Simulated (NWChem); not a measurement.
## Correlation energy of Li$_{2}$

```
Li
Li 1 2.7871
```
Charge 0, spin multiplicity 1.

Everything below was run with NWChem. Structure: optimised with PBE0/def2-SVP, a minimum by its harmonic frequencies.

Basis set: cc-pVTZ. Each correlation energy counts from its own Hartree-Fock reference.

The correlated methods freeze no orbitals. The structure started from a generated list of species. Coupled-cluster values serve here as a point of comparison, not as the truth.

Q: Order these methods by the correlation energy they give, lowest first: MP2, SCS-MP2, CR-CCSD[T].

A: CR-CCSD[T] (-58.9 mHa), SCS-MP2 (-52.9 mHa), MP2 (-44.3 mHa)
